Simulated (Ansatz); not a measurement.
Down a group: atomization energies of AlC, AlSi, AlGe

Ansatz 0.2.0, basis cc-pVDZ; geometries are PBE0/def2-TZVP minima. Wave-function levels freeze the cores with the filled d shells of p-block atoms; HF, MP2 and coupled cluster are restricted for singlets and unrestricted otherwise, atoms included (their steps beyond CCSDT(Q) come from restricted open-shell runs), restricted open-shell where a d shell is frozen. NEVPT2 stands on CASSCF in the full valence space. The reference is full CI, exact within the basis. An error is the level's value less the reference. None of these values is a measured one. Energies are electronic, without zero-point terms. No spin–orbit coupling and no scalar relativity. The set is small: it underbinds, by tens of kJ/mol for each bond, so near ties and functionals' places can change in larger sets. The species are chosen: bound, without strong static correlation by their natural occupations or amplitudes, in their lowest spin state as far as vertical gaps and like structures tell, and with a ladder that closes on the reference, so errors are smaller than for species at large; levels whose determinant breaks symmetry or spin markedly are left out.

| species | bonds (Å) | quantity | symmetry of the states | reference | value (kcal/mol) | error CCSD | error CCSD(T) | error CCSDT | error CCSDT(Q) | error NEVPT2 |
| --- | --- | --- | --- | --- | --- | --- | --- | --- | --- | --- |
| AlC, quartet | C–Al 1.967 | atomization | Σ⁻ or Δ | full CI | 69.7 | -2.5 | -0.7 | -0.2 | 0.0 | 0.4 |
| AlSi, quartet | Al–Si 2.416 | atomization | Σ⁻ or Δ | full CI | 51.3 | -3.4 | -0.8 | -0.3 | 0.0 | 0.7 |
| AlGe, quartet | Al–Ge 2.467 | atomization | Σ⁻ or Δ | full CI | 49.1 | -3.1 | -0.8 | -0.2 | 0.0 | 0.6 |

The reference falls from C to Ge, by 20.6 kcal/mol in all.
